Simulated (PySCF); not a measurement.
C₅H₁₀S.
SMILES with atom numbers: `[CH3:1][CH2:2][C@@H:3]1[CH2:4][C@H:5]1[SH:6]` (hydrogens: H7, H8, H9 on C1; H10, H11 on C2; H12 on C3; H13, H14 on C4; H15 on C5; H16 on S6)

Computed by this run: PBE0-D3(BJ)/def2-SVP geometry optimisation, gas phase (PySCF); density fitting, grid level 1; the optimiser is geomeTRIC in internal coordinates, started from a GFN2-xTB structure.

Step 0: E = -16165.8440 eV
```
atom  x, y, z in Å  |  force x, y, z in eV/Å
C1      1.8849    0.7325   -0.0808   -0.238  -0.643   0.134
C2      1.1364   -0.5397    0.3067   -0.216   0.703   0.065
C3     -0.2357   -0.2278    0.8558    0.206  -0.551  -0.445
C4     -1.3471   -1.2289    0.7656    0.149   0.395  -0.027
C5     -1.3740   -0.0013   -0.0932   -0.381   0.526   0.482
S6     -2.6028    1.2652    0.2749   -0.222  -0.560   0.086
H7      2.8724    0.4928   -0.4678    0.440  -0.002  -0.171
H8      2.0032    1.3820    0.7840    0.082   0.325   0.316
H9      1.3378    1.2775   -0.8471   -0.191   0.279  -0.313
H10     1.0388   -1.1885   -0.5665   -0.002  -0.300  -0.229
H11     1.7076   -1.0826    1.0640    0.173  -0.275   0.175
H12    -0.2229    0.3961    1.7425   -0.125   0.275   0.312
H13    -2.0517   -1.2880    1.5809   -0.332   0.025   0.395
H14    -1.1550   -2.1758    0.2835    0.136  -0.417  -0.284
H15    -1.2045   -0.1120   -1.1560    0.244  -0.193  -0.422
H16    -1.7950    2.3074    0.0771    0.278   0.412  -0.075
```

**Question.** Estimate the geometry and energy of step 1. (The exact step hangs on the optimiser's Hessian estimate; all steps are aligned on step 0, rigid shifts and turns removed.)

**Answer.** E = -16165.8927 eV, largest force 0.174 eV/Å
```
atom  x, y, z in Å  |  force x, y, z in eV/Å
C1      1.8991    0.7220   -0.0851    0.019   0.096  -0.017
C2      1.1366   -0.5316    0.3080    0.044  -0.129  -0.004
C3     -0.2335   -0.2349    0.8591   -0.056   0.112   0.110
C4     -1.3523   -1.2229    0.7652   -0.012  -0.083   0.017
C5     -1.3792    0.0192   -0.0814    0.074  -0.064  -0.136
S6     -2.6274    1.2420    0.2855    0.085   0.151  -0.011
H7      2.9022    0.4873   -0.4743   -0.025  -0.006   0.010
H8      2.0260    1.3961    0.7782    0.001  -0.018  -0.031
H9      1.3588    1.2840   -0.8651    0.024  -0.012   0.026
H10     1.0386   -1.2030   -0.5648    0.001   0.028   0.043
H11     1.7111   -1.1010    1.0620   -0.032   0.018  -0.043
H12    -0.2416    0.3959    1.7582    0.007  -0.044  -0.047
H13    -2.0612   -1.2844    1.5960    0.030   0.007  -0.012
H14    -1.1625   -2.1749    0.2583   -0.023   0.042   0.001
H15    -1.1702   -0.1218   -1.1503   -0.031   0.018   0.074
H16    -1.8519    2.3370    0.0741   -0.105  -0.117   0.021
```

The energy changes by -0.0488 eV. The first-order estimate −F·Δx gives -0.1090 eV and the mean of the old and new forces, exact on a quadratic surface, -0.0481 eV. The step makes an angle of 64° with the force vector and moves no atom by more than 0.064 Å.

The cost below is that of the whole optimisation. On one thread, Intel Xeon Platinum 8488C (x86_64), no GPU, shared host, this took 20 s of wall time and 0.66 GiB of memory at its peak.
